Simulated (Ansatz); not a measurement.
**Pulling the pair apart**

The pair of OH⁻ (SMILES [OH-], atoms 1–2) and CH₃F (SMILES CF, atoms 3–7), both closed shells, in one local arrangement (a lower one may exist), relaxed at PBE0-D4/def2-TZVPD:

O1  (0.109, -0.019, -2.015)
H2  (0.595, -0.583, -2.624)
C3  (-0.186, 0.116, 0.875)
F4  (0.898, 0.179, 1.773)
H5  (-0.763, 1.039, 0.999)
H6  (-0.803, -0.738, 1.175)
H7  (0.150, 0.006, -0.183)
(Å)

CH₃F is shifted rigidly along the line between the mean atom positions of the two fragments (negative: closer). Counterpoise interaction energies in kJ/mol. Program: Ansatz 0.2.0. Basis: def2-TZVPPD. Cores are frozen in the correlated methods. B3LYP uses VWN-RPA correlation.

| shift (Å) | MP2 | PBE0-D4 | B3LYP-D4 |
| --- | --- | --- | --- |
| -0.18 | -45.6 | -56.8 | -52.9 |
| -0.09 | -49.9 | -59.6 | -56.5 |
| 0.00 | -51.9 | -60.4 | -57.9 |
| 0.09 | -52.4 | -59.8 | -57.7 |
| 0.22 | -51.2 | -57.4 | -55.9 |
| 0.46 | -46.3 | -50.8 | -49.9 |
| 0.92 | -35.3 | -37.9 | -37.4 |
| 1.83 | -20.3 | -21.4 | -21.3 |

Problem. What does CCSD(T) give at these shifts? (An estimate is asked for; the value comes from the calculation.)

Solution. By the calculation: -47.4, -51.7, -53.7, -54.0, -52.7, -47.5, -35.9, -20.4 kJ/mol. For zero shift, CCSD(T) at an estimated basis limit (MP2 extrapolated from triple and quadruple zeta, plus CCSD(T) − MP2 in triple zeta) gives -56.7 kJ/mol. These are counterpoise interaction energies, counted from the two frozen fragments.

No T1 diagnostic of these runs exceeds 0.018.

For scale, one of the runs: CCSD(T)/def2-TZVPPD, 185 basis functions, launched by `ansatz run in.yaml --threads 2 --pin off --events-out ev --progress --plain --max-ram 5222MiB`. The run took 20 s on 2 CPU threads of an AMD EPYC 9R45 (shared host), with 2 GiB of host memory at its peak.
